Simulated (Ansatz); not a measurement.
# CH7AlO: functionals against CCSD(T) at one geometry

An exercise on one series of results from a longer session: the logs are not shown, and one member is left open.

Method: single points in def2-TZVPP; program: Ansatz 0.2.0, Gaussian basis.

Cores are frozen in the correlated methods.

**The starting structure**

SMILES `C[OH+][AlH3-]`, 10 atoms, charge 0, spin multiplicity 1.

Atoms are counted from 1 here; the program's logs count them from 0.

Bond lengths: C1–O2 1.298 Å, C1–H4 1.126 Å, C1–H5 1.145 Å, C1–H6 1.132 Å, O2–Al3 1.868 Å, O2–H7 0.977 Å, Al3–H8 1.624 Å, Al3–H9 1.477 Å, Al3–H10 1.516 Å. Angles: O2–C1–H4 111.4°, O2–C1–H5 124.9°, O2–C1–H6 107.2°, H4–C1–H5 100.9°, H4–C1–H6 110.4°, H5–C1–H6 101.2°, C1–O2–Al3 137.7°, C1–O2–H7 112.2°, Al3–O2–H7 108.3°, O2–Al3–H8 104.1°, O2–Al3–H9 96.0°, O2–Al3–H10 87.5°, H8–Al3–H9 120.4°, H8–Al3–H10 118.1°, H9–Al3–H10 118.3°.

Geometry (Å):

```
atom     x (Å)     y (Å)     z (Å)
  C1  -0.98760   0.63580  -0.67650
  O2   0.15890   0.08270  -0.42490
 Al3   1.06390  -0.61260   1.05410
  H4  -0.86670   1.56830  -1.29590
  H5  -1.85540   0.12530  -1.22080
  H6  -1.46640   0.88240   0.31870
  H7   0.59620  -0.24590  -1.23460
  H8   0.24560  -1.96740   1.41650
  H9   0.92650   0.59120   1.89870
 H10   2.28750  -0.73210   0.16660
```

The first run:

run/in.yaml

```yaml
crystal:
  periodic: [false, false, false]
  atoms:
    - {symbol: C, position_ang: [-0.987600, 0.635800, -0.676500]}
    - {symbol: O, position_ang: [0.158900, 0.082700, -0.424900]}
    - {symbol: Al, position_ang: [1.063900, -0.612600, 1.054100]}
    - {symbol: H, position_ang: [-0.866700, 1.568300, -1.295900]}
    - {symbol: H, position_ang: [-1.855400, 0.125300, -1.220800]}
    - {symbol: H, position_ang: [-1.466400, 0.882400, 0.318700]}
    - {symbol: H, position_ang: [0.596200, -0.245900, -1.234600]}
    - {symbol: H, position_ang: [0.245600, -1.967400, 1.416500]}
    - {symbol: H, position_ang: [0.926500, 0.591200, 1.898700]}
    - {symbol: H, position_ang: [2.287500, -0.732100, 0.166600]}
basis:
  gaussian: {orbitals: def2-TZVPP}
correlation: {method: ccsd_t}
output: {forces: true}
```

Launch:

```sh
> ansatz run in.yaml --threads 8 --pin off --events-out ev --progress --plain --max-ram 10444MiB
```

Steps of the session up to this table: CCSD(T)/def2-TZVPP; PBE0-D4/def2-TZVPP; wB97M-V/def2-TZVPP; r2SCAN-D4/def2-TZVPP; PBE-D4/def2-TZVPP; LC-wPBE/def2-TZVPP; BHLYP-D4/def2-TZVPP.

One of the session's tables, all rows but one given; the rest of the session is left out.

| method | RMS force component (eV/Å) | angle to CCSD(T) forces (°) | dipole (D) |
| --- | --- | --- | --- |
| CCSD(T) | 1.941 | reference | 4.65 |
| PBE0-D4 | ? | ? | ? |
| wB97M-V | 1.896 | 1.5 | 4.61 |
| r2SCAN-D4 | 1.850 | 1.3 | 4.59 |
| PBE-D4 | 1.789 | 4.7 | 4.51 |
| LC-wPBE | 1.883 | 1.9 | 4.69 |
| BHLYP-D4 | 1.913 | 5.7 | 4.65 |

Q: Estimate the row for PBE0-D4 from the others.

The run gave: RMS force component (eV/Å): 1.817; angle to CCSD(T) forces (°): 2.4; dipole (D): 4.58. In the column «RMS force component (eV/Å)» it lies between PBE-D4 (1.789) and r2SCAN-D4 (1.850).

Limits of these values: The reference is not at the basis limit: in triple zeta CCSD(T) underbinds, which counts against methods that bind more; the gaps are no ranking.
